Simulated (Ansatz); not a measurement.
## Property card for Cu$_{2}$As

Level of theory: DFT r2SCAN, scalar-relativistic, plane waves, PAW (Ansatz 0.2.0).

Settings: cutoff 500 eV, Γ-centred mesh 10×10×6 on the computed 6-atom cell, Gaussian smearing of 0.10 eV; no spin polarisation.

The structure is relaxed at this level of theory with its symmetry kept. Whether it is the stable form of this composition wasn't checked.

Space group P4/nmm:1 (No. 129). a = 3.779 Å, b = 3.779 Å, c = 5.873 Å, α = 90.00°, β = 90.00°, γ = 90.00°
| atom | site | symmetry | x | y | z |
| --- | --- | --- | --- | --- | --- |
| Cu | 2a | -4m2 | 0.0000 | 0.0000 | 0.0000 |
| Cu | 2c | 4mm | 0.0000 | 0.5000 | 0.3012 |
| As | 2c | 4mm | 0.0000 | 0.5000 | 0.7141 |

Q: Formation energy from the elements' standard states (uncorrected)?

A: +0.011 eV/atom.

Q: Density of states at the Fermi level?

A: 2.01 states/eV per cell.

Q: Löwdin character within 0.5 eV of the Fermi level?

A: As 4p 56 %, Cu 3d 30 %, unprojected 7 %.

Q: Bader charges (e)?

A: Cu (2 in the cell) 0.17, Cu (2 in the cell) 0.26, As (2 in the cell) -0.43.

Cost: 1 run of about 4.3 core-minutes, on Arm Neoverse V1 (shared hosts).